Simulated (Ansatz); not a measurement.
## Si–NH2, doublet in cc-pVDZ: errors against UCCSDT(Q)

Geometry: displaced at random from a stationary point.

| atom | x (Å) | y (Å) | z (Å) |
| --- | --- | --- | --- |
| Si | 0.0545 | -0.0003 | 0.6413 |
| N | -0.1104 | 0.0081 | -1.0526 |
| H | -0.0338 | 0.8106 | -1.6298 |
| H | 0.0493 | -0.9146 | -1.6116 |

Basis cc-pVDZ; Ansatz 0.2.0. Only valence electrons are correlated (noble-gas cores frozen), which leaves 11 electrons in 36 orbitals. R marks a restricted (for open shells ROHF) determinant, U an unrestricted one. Active spaces: valence = (11e, 10o) chosen from the atoms' valence shells.

Full CI isn't at hand for all of this; UCCSDT(Q) serves as the reference, and is uncertain by about the last step of the cluster series. The frozen core follows each run's orbitals, which can shift R against U totals by a few meV.

For open shells CISD is restricted-active-space CI with the open shells as a complete middle space.

```
UHF ⟨S²⟩                          : 0.772
T1 diagnostic (RCCSD)             : 0.0223
largest doubles amplitude (RCCSD) : 0.079
T1 diagnostic (UCCSD)             : 0.0200
```

| level | E − E(UCCSDT(Q)) (kcal/mol) | share of correlation (%) | wall time |
| --- | --- | --- | --- |
| RHF | 175.23 | 0.00 | – |
| UHF | 172.38 | 1.63 | – |
| RMP2 | 21.82 | 87.55 | – |
| UMP2 | 22.08 | 87.40 | – |
| CISD | 19.60 | 88.81 | 1.8 s |
| RCCSD | 5.93 | 96.62 | – |
| UCCSD | 5.85 | 96.66 | – |
| RCCSD(T) | 0.94 | 99.47 | 1.4 s |
| UCCSD(T) | 0.94 | 99.47 | 1.5 s |
| BCCD(T) | 0.92 | 99.48 | 1.8 s |
| RCCSDT | 0.48 | 99.73 | – |
| UCCSDT | 0.47 | 99.73 | – |
| RCCSDT(Q) | 0.04 | 99.98 | 32 s |
| CASSCF (valence space) | 102.49 | 41.51 | – |
| NEVPT2 (valence space) | 29.32 | 83.27 | 8 s |
| MRCISD (valence space) | 8.16 | 95.34 | – |
| MRCISD+Q (valence space) | 1.35 | 99.23 | 14 s |
| MRCISD+Q(relaxed) (valence space) | -0.03 | 100.02 | 26 s |

The correlation energy at UCCSDT(Q), counted from RHF, is -7.599 eV. That run took 30 s on 1 thread of Arm Neoverse V1, shared host.

Times hold each run's SCF and search for its determinant on a shared host, so for small cases they say little of a method's own cost; they ran on 1 thread of Arm Neoverse V1.

Natural occupations of CASSCF (valence space) about the gap: 1.983 1.976 1.972 1.967 1.000 0.033 0.027 0.023 0.020; effectively unpaired electrons, Σ n²(2−n)², 1.02.
